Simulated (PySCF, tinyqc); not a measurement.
Inside a calculation (part 2 of 2). Method: RKS/BP86 in the sto-3g basis, for CH2, spin multiplicity 1. The lowest restricted solution is unstable here: a spin-polarised one lies 0.0194 hartree lower (PySCF). Computed by tinyqc, a small Python program that keeps every step (integrals from PySCF). Command: `OMP_NUM_THREADS=1 python tinyqc.py 25159 25160 out.jsonl` (the two numbers bound the seeds that draw the settings). One thread of a shared host (Intel(R) Xeon(R) Processor @ 2.60GHz), about 1 s of CPU time with the checks.

Geometry (angstrom):

| atom | x | y | z |
|---|---|---|---|
| C | 0.000000 | 0.000000 | 0.000000 |
| H | 0.000000 | 1.287000 | 0.656000 |
| H | 0.000000 | -1.287000 | 0.656000 |

## Convergence

Stop when the energy changes by less than 1e-08 hartree and every element of the error matrix X^T (F D S - S D F) X is below 3e-05.

Course of the cycle:

| iteration | E (hartree) | change | largest element of the error matrix |
|---|---|---|---|
| 1 | -38.16551729 | - | 4.33e-01 |
| 2 | -37.90970300 | 2.56e-01 | 4.62e-01 |
| 3 | -37.58799033 | 3.22e-01 | 5.77e-01 |
| 4 | -37.62143388 | -3.34e-02 | 5.01e-01 |
| 5 | -37.39508291 | 2.26e-01 | 5.88e-01 |
| 6 | -37.43870554 | -4.36e-02 | 5.11e-01 |
| 7 | -37.26926363 | 1.69e-01 | 5.93e-01 |
| 8 | -37.33927495 | -7.00e-02 | 5.14e-01 |
| 9 | -37.22918472 | 1.10e-01 | 5.95e-01 |
| 10 | -37.31677099 | -8.76e-02 | 5.14e-01 |
| 11 | -37.22266953 | 9.41e-02 | 5.95e-01 |
| 12 | -37.31344373 | -9.08e-02 | 5.14e-01 |
| 13 | -37.22178638 | 9.17e-02 | 5.95e-01 |
| 14 | -37.31299920 | -9.12e-02 | 5.14e-01 |
| ... | ... | ... | ... |
| 38 | -37.31293187 | -9.13e-02 | 5.14e-01 |
| 39 | -37.22165237 | 9.13e-02 | 5.95e-01 |
| 40 | -37.31293187 | -9.13e-02 | 5.14e-01 |
| 41 | -37.22165237 | 9.13e-02 | 5.95e-01 |
| 42 | -37.31293187 | -9.13e-02 | 5.14e-01 |
| 43 | -37.22165237 | 9.13e-02 | 5.95e-01 |
| 44 | -37.31293187 | -9.13e-02 | 5.14e-01 |
| 45 | -37.22165237 | 9.13e-02 | 5.95e-01 |
| 46 | -37.31293187 | -9.13e-02 | 5.14e-01 |
| 47 | -37.22165237 | 9.13e-02 | 5.95e-01 |
| 48 | -37.31293187 | -9.13e-02 | 5.14e-01 |
| 49 | -37.22165237 | 9.13e-02 | 5.95e-01 |
| 50 | -37.31293187 | -9.13e-02 | 5.14e-01 |
| 51 | -37.22165237 | 9.13e-02 | 5.95e-01 |

PySCF RKS in the same basis, fine grid = -38.52807050 hartree

Not converged within the cap of 51 iterations: the residual has stopped falling: the iteration swings between two states. Reruns (cap 100 unless said): DIIS 8: converged in 8; damping 0.5: converged in 27; level shift 0.5: converged in 20; atomic densities as start, DIIS 8: converged in 7; the original settings with a cap of 400: not converged.
